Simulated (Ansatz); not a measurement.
Computed with Ansatz on PBE0-D4/def2-TZVP structures; ΔE is electronic, products minus reactants. CBS: MP2 limit from def2 TZ/QZ plus the TZ coupled-cluster correction, frozen cores. This one scheme is used for every species. Functionals use def2-TZVPP. HSE06 is defined as in plane-wave codes. One conformer a species, not always the lowest.

`COCC#N` → `CC(N)=C=O`  (isomerisation)

```csv
level,ΔE (kJ/mol),difference from CCSD(T)/CBS
B97M-V,-5.9,-23.6
HSE06-D4,-11.3,-29.0
ωB97M-V,7.7,-10.0
revPBE,-16.6,-34.3
BLYP,-5.0,-22.7
CAM-B3LYP,7.0,-10.7
MP2/def2-SVP,20.6,2.9
CCSD/def2-SVP,28.3,10.6
MP2/def2-TZVPP,22.0,4.3
CCSD/def2-TZVPP,28.2,10.5
CCSD(T)/CBS,17.7,0
```

Largest T1 diagnostic among the species: 0.015.

In def2-TZVPP, CCSD(T) changes the Hartree–Fock value by −13.1 kJ/mol (the triples alone add −4.2 kJ/mol) and MP2 by −15.1 kJ/mol. At CCSD(T), def2-SVP lies +6.3 kJ/mol from the extrapolated value and def2-TZVPP +6.3 kJ/mol. Leaving LDA and LC-ωPBE aside and taking each functional with its dispersion term where it has one, the values, not all of them listed here, spread over 32.5 kJ/mol, from PBE-D4 to BHLYP-D4. LDA lies −14.0 kJ/mol from PBE without D4.
